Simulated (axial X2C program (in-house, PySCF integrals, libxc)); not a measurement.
**SiF⁻: properties at the nuclei**

Wanted for SiF⁻: properties at the nuclei, at the two-component level.

Computed with an in-house X2C program for linear molecules on PySCF integrals. Level: two-component X2C with atomic mean-field terms, Si dyall-av3z, F dyall-av3z.

All values are calculated.

### 1 Input

The input, task.json:

```json
{
 "zs": [
  14,
  9
 ],
 "q": -1,
 "bas": [
  "dyall-av3z",
  "dyall-av3z"
 ],
 "r0": 1.8,
 "levels": [
  "PBE0",
  "HF",
  "PBE",
  "BP86",
  "BHandHLYP"
 ],
 "nst": 3
}
```

Keys: zs atomic numbers; q charge; bas basis sets; r0 starting distance in Å; levels methods (HF also brings MP2); nst determinants followed.

On the command line:

```sh
$ python soeom.py task.json out
```

The runs that follow: Expectation values, lowest determinant; Expectation values, a higher determinant; Expectation values, a higher determinant.

Q: Predict the outcome of this session. Wanted: lowest determinant; Eeff magnitude; Ws magnitude Si; A∥/gI Si; qzz Si; higher determinant; qzz F (for each run or level that gives them).

The runs gave:

```
                                        quantity                                            value
                              lowest determinant  Ω = 1 (excess of +ω over −ω: ω = -1/2, ω = 3/2)
                    Eeff magnitude (GV/cm), PBE0                                           0.0268
                     Ws magnitude Si (kHz), PBE0                                           0.0107
                            A∥/gI Si (MHz), PBE0                                             -118
                             qzz Si (a.u.), PBE0                                             0.24
                              higher determinant                             Ω = 0 (closed shell)
         qzz Si (a.u.), PBE0, higher determinant                                             0.16
          qzz F (a.u.), PBE0, higher determinant                                             1.02
                              higher determinant   Ω = 2 (excess of +ω over −ω: ω = 1/2, ω = 3/2)
Eeff magnitude (GV/cm), PBE0, higher determinant                                           0.0005
 Ws magnitude Si (kHz), PBE0, higher determinant                                          9.4e-05
        A∥/gI Si (MHz), PBE0, higher determinant                                              150
         qzz Si (a.u.), PBE0, higher determinant                                             0.15
```

In words: In the first state, the effective field runs from 0.0178 to 0.0597 GV/cm over the mean-field levels, so the levels don't agree on it. The expectation values come from single determinants, which for open shells can mix terms of unlike spin or miss the lowest Ω, so a determinant need not be a state. Eeff is the effective electric field on the electron dipole moment in this Ω state and Ws the scalar–pseudoscalar constant (defined with the proton number Z and per Ω); A∥ is the parallel hyperfine constant, which follows by multiplying with the nuclear g factor gI = μI/(I μN); qzz is the electric field gradient, eQq0 = 234.96 MHz × Q/barn × qzz. The operators were transformed with the bare-nucleus X2C matrices.
